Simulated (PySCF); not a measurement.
Order these species by their calculated properties.

All species are isolated and taken at one optimised geometry, non-relativistic unless stated. Electronic properties by PySCF.

The conformers computed, where there is a choice (atom-mapped SMILES and torsion angles):
- `[CH3:1][C:2](=[O:3])[C@@H:4]1[CH2:5][C@:6]1([SiH3:7])[CH2:8][C:9]#[N:10]`: C1–C2–C4–C5 -163°, C5–C6–C8–C9 -142°
- `[CH3:1][P:2]([CH3:3])[P:4]1[CH:5]=[CH:6][CH2:7][CH:8]=[CH:9]1`: C1–P2–P4–C5 180°
- `[N:1]#[C:2][C:3](/[CH:4]=[CH:5]\[CH:6]1[CH2:7][CH2:8]1)=[CH:9]\[SiH3:10]`: C2–C3–C4–C5 1°, C4–C5–C6–C7 148°
- `[CH3:1]/[N:2]=[CH:3]/[c:4]1[cH:5][cH:6][c:7]([SiH2:8][CH3:9])[o:10]1`: N2–C3–C4–C5 2°, C6–C7–Si8–C9 4°
- `[CH2:1]=[C:2]1[CH2:3][C@:4]([C:5]#[N:6])([O:7][CH2:8][CH3:9])[SiH2:10]1`: C3–C4–O7–C8 -179°, C4–O7–C8–C9 172°
- `[NH2:1][CH2:2][c:3]1[cH:4][cH:5][cH:6][c:7]([O:8][SiH3:9])[cH:10]1`: N1–C2–C3–C4 -88°, C6–C7–O8–Si9 -1°, H–N1–C2–C3 59°, H–N1–C2–C3 -59°
- `[CH3:1][S:2][Si@H:3]1[CH:4]=[CH:5][CH:6]=[C:7]1[C:8]([F:9])([F:10])[F:11]`: C1–S2–Si3–C4 -61°, C6–C7–C8–F9 110°
- `[CH:1]#[C:2][CH2:3]/[P:4]=[P:5]/[C@H:6]([CH3:7])[CH2:8][CH3:9]`: C2–C3–P4–P5 -129°, P4–P5–C6–C7 62°, P5–C6–C8–C9 -60°
- `[CH3:1][CH2:2][C:3]1=[CH:4][C:5]([NH:6][CH:7]=[O:8])=[CH:9][SiH2:10]1`: C1–C2–C3–C4 0°, C4–C5–N6–C7 0°, C5–N6–C7–O8 0°

Question: Rank by HOMO energy, highest first (PBE0/pcSseg-1 at GFN2-xTB geometries).
A. `NCc1cccc(O[SiH3])c1`
B. `CC(=O)[C@@H]1C[C@]1([SiH3])CC#N`
C. `N#CC(/C=C\C1CC1)=C\[SiH3]`
D. `C/N=C/c1ccc([SiH2]C)o1`
E. `C=C1C[C@](C#N)(OCC)[SiH2]1`
F. `C1=CC=C([Si@H]1SC)C(F)(F)F`
G. `CP(C)P1C=CCC=C1`

Answer: G (-5.87 eV), D (-6.37 eV), A (-6.60 eV), C (-6.81 eV), F (-7.09 eV), E (-7.42 eV), B (-7.53 eV).

Q: By how much do the two ends of that ranking differ?

A: By 1.66 eV, between `CP(C)P1C=CCC=C1` and `CC(=O)[C@@H]1C[C@]1([SiH3])CC#N`.

Question: Rank by dipole moment, highest first (PBE0/pcSseg-1 at GFN2-xTB geometries).
A. `CCC1=CC(NC=O)=C[SiH2]1`
B. `CS[Si@H]1C=CC=C1C(F)(F)F`
C. `C1=CC1`
D. `CC(=O)[C@@H]1C[C@]1([SiH3])CC#N`
E. `C(=N\C)/c1ccc(o1)[SiH2]C`
F. `P1(C=CCC=C1)P(C)C`
G. `NCC1=CC(O[SiH3])=CC=C1`
H. `C#CC/P=P/[C@H](C)CC`

Answer: D (4.14 D), B (3.49 D), A (2.66 D), G (1.90 D), H (1.19 D), E (0.67 D), C (0.47 D), F (0.18 D).

Q: By how much do the two ends of that ranking differ?

A: By 3.96 D, between `CC(=O)[C@@H]1C[C@]1([SiH3])CC#N` and `CP(C)P1C=CCC=C1`.

Question: Rank by smallest rotational constant, lowest first (GFN2-xTB).
A. `C1=CC1`
B. `N#CC(/C=C\C1CC1)=C\[SiH3]`
C. `C(#C)C/P=P/[C@H](C)CC`
D. `CC(=O)[C@@H]1C[C@]1([SiH3])CC#N`

Answer: B (0.452 GHz), C (0.537 GHz), D (0.767 GHz), A (13.995 GHz).

Question: Rank by HOMO–LUMO gap, lowest first (PBE0/pcSseg-1 at GFN2-xTB geometries).
A. `N#CC(/C=C\C1CC1)=C\[SiH3]`
B. `CC(=O)[C@@H]1C[C@]1([SiH3])CC#N`
C. `NCc1cccc(O[SiH3])c1`
D. `C/N=C/c1ccc([SiH2]C)o1`
E. `CP(C)P1C=CCC=C1`
F. `C[C@H](CC)/P=P/CC#C`

Answer: F (4.34 eV), A (4.78 eV), D (5.13 eV), E (5.73 eV), C (6.28 eV), B (6.68 eV).

Q: By how much do the two ends of that ranking differ?

A: By 2.34 eV, between `CC(=O)[C@@H]1C[C@]1([SiH3])CC#N` and `C#CC/P=P/[C@H](C)CC`.
